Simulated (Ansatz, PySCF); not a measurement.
Species: CH₃, charge 0, multiplicity 2. 
Coordinates optimised at B3LYP-D3(BJ)/def2-TZVP (Ansatz, an electronic-structure program):
SMILES: [CH3]
```xyz
4

C      0.0000     0.0000     0.0000
H      0.0036     1.0786    -0.0270
H      0.9326    -0.5425     0.0110
H     -0.9362    -0.5361     0.0160
```
Charge 0, spin multiplicity 2.


Property: enthalpy of formation at 298 K (from the atomisation energy, B3LYP-D3(BJ)/def2-TZVP harmonic zero-point and thermal terms from PySCF, and the atoms' enthalpies of formation in the G2/97 table; no spin-orbit terms, and no core term in the frozen-core levels), in kJ/mol. Valence correlation only, unless marked. Open shells are spin-unrestricted. Spin-orbit coupling is left out. Non-relativistic. The coupled-cluster limit lacks core correlation, which all-electron functionals hold. Basis-set limits of correlation are two-point, X^-3; Hartree-Fock from the larger set.

| level | program | enthalpy of formation at 298 K (kJ/mol) |
|---|---|---|
| SVWN5/def2-TZVPD | Ansatz | 17.7 |
| B3LYP-D3(BJ)/def2-TZVPD | Ansatz + dftd3 | 136.2 |

Q: Estimate the value at CCSD(T)/CBS(aug-cc-pVTZ,aug-cc-pVQZ) as computed with Ansatz.

A: 149.3 kJ/mol
